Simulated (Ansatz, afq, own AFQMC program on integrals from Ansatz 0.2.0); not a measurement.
**CH₂⁻, doublet: AFQMC among the cluster methods**

```yaml
atoms:
  - { symbol: C, position_ang: [0.0000, -0.0988, -0.0050] }
  - { symbol: H, position_ang: [0.0000, 0.5599, -0.8033] }
  - { symbol: H, position_ang: [0.0000, 0.6173, 0.8629] }
```

Basis aug-cc-pVDZ. Only valence electrons are correlated. Ansatz 0.2.0 and our own AFQMC program on the same integrals; the CISD trial comes from CCSD amplitudes, and released means the phaseless constraint is let go. ± is one standard error of the sampling.

Determinant: UHF, the one that the program's search chose, which needn't be the lowest solution. The geometry is a point of a scan.

No full CI on the walks' own integrals is used here; CCSDT(Q) serves as the reference and is uncertain by about the last step of the cluster series.

The T1 diagnostic is 0.0201 and the weight of the determinant in the CISD state is 0.914. The ⟨S²⟩ of the determinant is 0.769 and the size of the correlated space is 7 electrons in 40 orbitals.

```
  level  correlation energy (eV)
    MP2                  -3.9525
   CCSD                  -4.4992
CCSD(T)                  -4.6517
```

**Question.** Estimate where phaseless AFQMC with a CISD trial lies against CCSD(T) on the same integrals.

**Answer.** 0.46 ± 0.20 kcal/mol below CCSD(T).

Reference: CCSDT(Q), correlation energy -4.683 eV. The released energy is read at 2.40 1/Eh (meV from the phaseless value at times in 1/Eh: -4 ± 10 at 0.24, -2 ± 9 at 0.51, 0 ± 9 at 0.99, -18 ± 9 at 1.62, -15 ± 13 at 2.40).

| level | E − E(reference) (kcal/mol) | share of correlation (%) |
| --- | --- | --- |
| CCSD(T) | 0.72 | 99.33 |
| CCSDT | 0.22 | 99.80 |
| ph-AFQMC/HF | 0.19 ± 1.03 | 99.83 |
| ph-AFQMC/CISD | 0.26 ± 0.20 | 99.76 |
| released AFQMC | -0.09 ± 0.30 | 100.09 |

A walk keeps the symmetry of its determinant, which the program's search chose and which needn't be the lowest solution, so a lower state of the same spin and another symmetry isn't excluded. Released energies are given only where the last usable release times agree within the noise; a slower fall can still hide under it.
